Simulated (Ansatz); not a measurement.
# Elastic constant C11 of fcc Ca at several levels of theory

No measured value is used here.

```json
[
 {"level (code)": "LDA (Ansatz)", "value (GPa)": "23.9", "cell (Å³/atom)": "38.01"},
 {"level (code)": "PBE (Ansatz)", "value (GPa)": "22.4", "cell (Å³/atom)": "42.18"},
 {"level (code)": "r²SCAN (Ansatz)", "value (GPa)": "22.9", "cell (Å³/atom)": "43.13"},
 {"level (code)": "HSE06 (Ansatz)", "value (GPa)": "(withheld)", "cell (Å³/atom)": "43.69"}
]
```

Question: Some entries are withheld; supply them.

Answer: 
- HSE06 (Ansatz, a program for electronic structure), value (GPa): 23.4

HSE06: hybrids on metals are sensitive to the k mesh. Each level is taken at its own relaxed cell. Cutoffs and k meshes differ between the levels. Ansatz's density-functional and Hartree–Fock values are scalar-relativistic unless marked +SOC, with PAW data made under PBE.
